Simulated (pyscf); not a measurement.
## Four-centre exchange: H₂N–SiH₂–NH₂ + H₂O → NH₃ + H₂N–SiH₂–OH

Gas phase, singlet surface, charge 0. Bonds broken: N1–Si2, O10–H11. Bonds formed: N1–H11, Si2–O10. PySCF, gas phase, ωB97X-D3(BJ)/def2-SVP geometries.

Transition state (Å):

```xyz
12

N     -2.3756     0.0856     0.4583
Si    -0.6168     0.7025    -0.0315
N     -0.4864    -0.4637    -1.3182
H     -3.1255     0.7637     0.3287
H     -2.6688    -0.8071     0.0648
H     -1.0306     2.1222    -0.2644
H      0.8883     0.8171     0.1415
H     -1.2686    -0.7790    -1.8816
H      0.4035    -0.5911    -1.7876
O     -0.6669     0.5336     1.9441
H     -1.6594     0.1209     1.6862
H     -0.0176    -0.0560     2.3476
```

One imaginary mode, 727i cm⁻¹; descent along it reached the two sides named, in the forms told below.

```csv
bond,change,reactant side (Å),saddle,product side
N1–Si2,breaks,1.754,1.927,2.8
O10–H11,breaks,0.974,1.105,2.200
N1–H11,forms,1.999,1.422,1.021
Si2–O10,forms,3.2,1.983,1.692
```

Electronic energies relative to the separated reactants (kJ/mol):

| level | barrier | reaction energy | reverse barrier |
|---|---|---|---|
| ωB97X-D3(BJ)/def2-TZVP | 81.3 | -46.5 | 127.9 |
| PBE/def2-TZVP | 62.9 | -48.7 | 111.6 |
| r²SCAN/def2-TZVP | 69.3 | -50.1 | 119.4 |
| B3LYP-D3(BJ)/def2-TZVP | 82.1 | -49.2 | 131.3 |
| PBE0-D3(BJ)/def2-TZVP | 71.0 | -45.6 | 116.5 |
| M06-2X/def2-TZVP | 79.5 | -48.3 | 127.8 |
| ωB97M-D3(BJ)/def2-TZVP | 79.8 | -48.2 | 128.0 |
| HF/def2-TZVP | 158.2 | -52.2 | 210.4 |

With ωB97M-D3(BJ)/def2-TZVP energies and thermal terms (ideal gas, 1 atm, RRHO with modes under 100 cm⁻¹ raised to 100, one conformer, R ln 2 for chiral ones without a mode under 150 cm⁻¹), in kJ/mol:

```
T (K)   ΔH‡    ΔG‡     ΔH     ΔG
-----  ----  -----  -----  -----
298    78.7  128.0  -46.3  -46.9
600    77.3  178.9  -47.5  -47.0
900    78.9  229.4  -48.3  -46.6
1200   81.7  279.2  -48.6  -46.0
```

On the reactant side the descent ends in a complex, 20.4 kJ/mol under the separated species and 101.8 kJ/mol under the saddle at ωB97X-D3(BJ)/def2-TZVP. On the product side the descent ends in a complex (not fully relaxed), 17.3 kJ/mol under the separated species and 145.2 kJ/mol under the saddle at ωB97X-D3(BJ)/def2-TZVP. One saddle was located; it need not be the lowest between these sides.
